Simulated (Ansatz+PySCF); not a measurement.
Results of a calculation; reference values are marked as such.
Input for Ansatz (development build ahead of 0.2.0):

```yaml
crystal:
  periodic: [false, false, false]
  atoms:
    - { symbol: C, position_ang: [0.0, 0.25305, 0.0] }
    - { symbol: H, position_ang: [0.0, -0.12652, -1.08254] }
    - { symbol: H, position_ang: [0.0, -0.12652, 1.08254] }
basis:
  gaussian: { orbitals: cc-pVTZ }
total_charge: 1
magnetization:
  spin_polarized: true
  initial_magnetization: 1
hamiltonian:
  xc: hf
correlation:
  method: mp2
  frozen_orbitals: { C: 1, H: 0 }
output:
  forces: true
```

The input is written out in the form of the current development build from the run's settings.

The run gave:

```json
{
  "Converged": "yes",
  "Reference energy": "-38.57665 hartree",
  "Correlation energy": "-0.09633 hartree",
  "Total energy": "-38.67298 hartree",
  "Spin squared of the determinant": "0.756",
  "Stability test": "minimum",
  "Occupied orbitals by symmetry in an Abelian subgroup (alpha; beta)": "3 A1 1 B2; 2 A1 1 B2"
}
```

Forces (eV/Å):
```csv
atom,Fx,Fy,Fz
C1,0.000,-0.972,0.000
H2,0.000,0.486,1.615
H3,0.000,0.486,-1.615
```
